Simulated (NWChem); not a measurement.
**One shape, several levels: HF (hydrogen fluoride)**

We compute a comparison of 6 runs (HF/cc-pVTZ, B3LYP/cc-pVTZ, PBE/cc-pVTZ, SVWN5/cc-pVTZ, CCSD/cc-pVTZ, CCSD(T)/cc-pVTZ) of HF (hydrogen fluoride). 

Program for the calculation: NWChem 7.3.0.

20 further runs of the same task are left out: 20 set aside as unsound or not needed.

**1. Starting point**

HF has 2 atoms, charge 0, and is taken as a singlet. As SMILES, `F`. The F1–H2 distance was set to 1.058 Å, away from the relaxed value.

Bond lengths: F1–H2 1.058 Å.

**2. The energy at HF/cc-pVTZ (run 1)**

The input, fh.nw:

```
start fh
memory stack 880 mb heap 220 mb global 1100 mb
charge 0

geometry units angstroms noautosym nocenter noautoz
F       -0.507038       0.187994      -0.255339
H        0.390000      -0.144600       0.196400
end

basis spherical bse
* library cc-pVTZ
end

scf
thresh 1e-08
maxiter 80
end

task scf energy
```

Started as:

```sh
$ nwchem fh.nw > fh.out
```

Output:

```text
[...]
  functions       =    44
[...]
  wavefunction    = RHF
[...]
         Total SCF energy =   -100.035206778198
      One-electron energy =   -149.461678152214
      Two-electron energy =     44.924963718309
 Nuclear repulsion energy =      4.501507655707
        Time for solution =      0.8s
[...]
```

Run time: 1.3 s. Hardware: 1 thread of AMD EPYC 9R45 (Zen 5), shared host; peak memory 0.099 GiB.

**3. The energy at B3LYP/cc-pVTZ (run 2)**

The input, geom.xyz:

```xyz
2
FH energy
F     -0.507038     0.187994    -0.255339
H      0.390000    -0.144600     0.196400
```

The input, run.py:

```python
from ase.io import read
from ase.calculators.nwchem import NWChem

atoms = read('geom.xyz')

calc = NWChem(
    label='geom',
    theory='dft',
    memory='2200 mb',
    basis='cc-pVTZ',
    basispar='spherical bse',
    dft={'xc': 'b3lyp', 'mult': '1', 'grid': 'xfine', 'convergence': 'energy 1e-08', 'iterations': '100', 'mulliken': None},
    task='energy',
)
atoms.calc = calc

e = atoms.get_potential_energy()
print(f"E = {e:.6f} eV")
print("dipole (e A):", atoms.get_dipole_moment().round(4))
```

Started as:

```sh
$ export ASE_NWCHEM_COMMAND="nwchem PREFIX.nwi > PREFIX.nwo"
$ python run.py
```

Output:

```text
E = -2733.899493 eV
dipole (e A): [ 0.3584 -0.1329  0.1805]
```

The calculator wrote geom.nwi:

```
title "geom"

permanent_dir geom

scratch_dir geom

start geom

geometry units angstrom nocenter noautosym noautoz
  F  -5.0703799999999999e-01 1.8799399999999999e-01 -2.5533899999999998e-01
  H  3.9000000000000001e-01 -1.4460000000000001e-01 1.9639999999999999e-01
end

memory 2200 mb

basis spherical bse noprint
   * library cc-pVTZ
end

dft
  xc b3lyp
  mult 1
  grid xfine
  convergence energy 1e-08
  iterations 100
  mulliken
end

task dft energy
```

geom.nwo:

```text
Northwest Computational Chemistry Package (NWChem) 7.3.0
             --------------------------------------------------------

           Job information
           ---------------

    nwchem branch   = 7.3.0
    use scalapack   = T
    input           = geom.nwi
    prefix          = geom.
    data base       = geom/geom.db
    status          = startup
    nproc           =        1

           Memory information
           ------------------

    heap     =     72089598 doubles =      550.0 Mbytes
    stack    =     72089595 doubles =      550.0 Mbytes
    global   =    144179200 doubles =     1100.0 Mbytes (distinct from heap & stack)
    total    =    288358393 doubles =     2200.0 Mbytes
    verify   = yes
    hardfail = no

[... 60 lines left out ...]
  convergence criterion.
[... 18 lines left out ...]
          Convergence on density requested:  1.00D-05
[... 24 lines left out ...]
          Convergence Information
[... 58 lines left out ...]
   convergence    iter        energy       DeltaE   RMS-Dens  Diis-err    time
[... 13 lines left out ...]
           Coulomb energy =       55.243062022778
[... 7 lines left out ...]
                       DFT Final Molecular Orbital Analysis
[... 341 lines left out ...]
 center of mass
 --------------
 x =  -0.87276843 y =   0.32359552 z =  -0.43951699

 moments of inertia (a.u.)
 ------------------
           1.075507223674           1.019670672354          -1.384946841671
           1.019670672354           3.447594668416           0.513495537378
          -1.384946841671           0.513495537378           3.128212263536

     Multipole analysis of the density
     ---------------------------------

     L   x y z        total         alpha         beta         nuclear
     -   - - -        -----         -----         ----         -------
     0   0 0 0     -0.000000     -5.000000     -5.000000     10.000000

     1   1 0 0      0.677251      4.281862      4.281862     -7.886473
[... 8 lines of this table left out ...]
     2   0 0 2     -4.197738     -3.215460     -3.215460      2.233183

 Task  times  cpu:        1.3s     wall:        1.3s
 Total times  cpu:        1.4s     wall:        1.4s
```

Run time: 2.3 s. Hardware: 1 thread of AMD EPYC 9R45 (Zen 5), shared host; peak memory 0.11 GiB.

Runs 3 to 5 aren't shown in full; the table further down has their settings and results.

**4. A single-point energy at CCSD(T)/cc-pVTZ (run 6)**

The input, fh.nw:

```
start fh
title "FH"
memory 2200 mb

geometry units angstroms noautosym nocenter noautoz
F    -0.507038    0.187994   -0.255339
H     0.390000   -0.144600    0.196400
end

basis "ao basis" spherical bse
* library cc-pVTZ
end

scf
thresh 1e-08
maxiter 80
noprint "final vectors analysis"
end

ccsd
freeze core 1
maxiter 60
end

task ccsd(t) energy
```

Started as:

```sh
$ nwchem fh.nw > fh.out
```

Output:

```text
[...]
  functions       =    44
[...]
  wavefunction    = RHF
[...]
         Total SCF energy =   -100.035206778198
      One-electron energy =   -149.461678152214
      Two-electron energy =     44.924963718309
 Nuclear repulsion energy =      4.501507655707
        Time for solution =      0.8s
[...]
 Total MP2 energy:           -100.313661857870343
[...]
             energy      energy      error      ampl     ampl      Block
                                                time     time      time
[...]
 Total CCSD energy:           -100.315098081396300
[...]
 Total CCSD+T(CCSD) energy:           -100.322476365745800
[...]
 Total CCSD(T) energy:                -100.322163086670059
[...]
```

It took 3.9 s on 1 thread of AMD EPYC 9R45 (Zen 5), shared host; peak memory 0.1 GiB.

**5. All runs side by side**

```tsv
run	level	iteration cap	module	energy (Eh)	dipole moment (D)	HOMO energy (eV)	LUMO energy (eV)	wall time
1	HF/cc-pVTZ	80	scf	-100.035207	2.22	-17.14	3.16	1.3 s
2	B3LYP/cc-pVTZ	100	dft	-100.468954	2.03	-10.78	-0.46	2.3 s
3	PBE/cc-pVTZ	100	dft	-100.371294	1.96	-8.81	-1.00	2.4 s
4	SVWN5/cc-pVTZ	100	dft	-99.821704	2.04	-8.98	-1.06	1.7 s
5	CCSD/cc-pVTZ	80	ccsd	-100.315098	–	–	–	3.6 s
6	CCSD(T)/cc-pVTZ	80	ccsd(t)	-100.322163	–	–	–	3.9 s
```

**6. Summary of results**

```
                                         quantity          value
                              run 6: total energy  -100.32216 Eh
run 6: correlation energy (1 core orbital frozen)     -287.0 mEh
                            run 6: (T) correction      -7.07 mEh
```

In words: Below the HF energy at the same shape and in the same basis (cc-pVTZ): CCSD -279.9 mEh; CCSD(T) -287.0 mEh. Over runs 1, 2, 3, 4 the dipole moment (its size) runs from 1.96 D (PBE/cc-pVTZ) to 2.22 D (HF/cc-pVTZ). Over runs 1, 2, 3, 4 the HOMO–LUMO gap runs from 7.80 eV (PBE/cc-pVTZ) to 20.30 eV (HF/cc-pVTZ). Exact exchange widens orbital gaps. Totals of different functionals can't be ranked against each other. All runs together took 15 s, the longest 3.9 s.
